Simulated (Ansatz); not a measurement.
Several settings on one geometry of [S4]2+ (S₄²⁺) (that of the charge 2 singlet, PBE-D4/def2-TZVP). Ansatz on 4 threads of Arm Neoverse V2 on a shared host; times are rough.

```xyz
4

S    -0.729   -0.794   -0.966
S     1.246   -0.367   -0.639
S     0.729    0.794    0.966
S    -1.246    0.367    0.639
```

Totals from different functionals, basis sets or treatments of relativity can't be compared as stabilities.

DK, ANO-RCC and x2c sets are all-electron and run with scalar relativity unless a key says otherwise. The 6-31G sets use Cartesian d functions. Correlated methods freeze 20 core orbitals.

(1) Give the basis size and estimate the energy, ⟨S²⟩ and time of these runs.

```
run                        method  charge    state                                               further keys
  1  RKS RPBE-D3(BJ)/ANO-RCC-VTZP       2  singlet                                               forces asked
  2            RKS ωB97/6-31++G**       2  singlet  scf: {omitted_lower_state_checks: [starts]}; forces asked
  3         RHF, bccd_t/def2-TZVP       2  singlet      pseudopotentials: {relativity: none}; diis_vectors: 4
```

## Answers

(1) 
```json
{"run": "1", "functions": "136", "energy (Eh)": "-1596.3422", "⟨S²⟩": "–", "wall time": "2.1 s"}
{"run": "2", "functions": "92", "energy (Eh)": "-1591.7620", "⟨S²⟩": "–", "wall time": "2.4 s"}
{"run": "3", "functions": "148", "energy (Eh)": "-1590.0941", "⟨S²⟩": "–", "wall time": "8.5 s"}
```

The restricted singlet is unstable towards broken spin symmetry at other levels; at RKS RPBE-D3(BJ)/ANO-RCC-VTZP, RKS ωB97/6-31++G** this wasn't settled. At RHF, bccd_t/def2-TZVP the restricted singlet (for correlated methods, its reference) is unstable: a solution with broken spin symmetry lies lower.
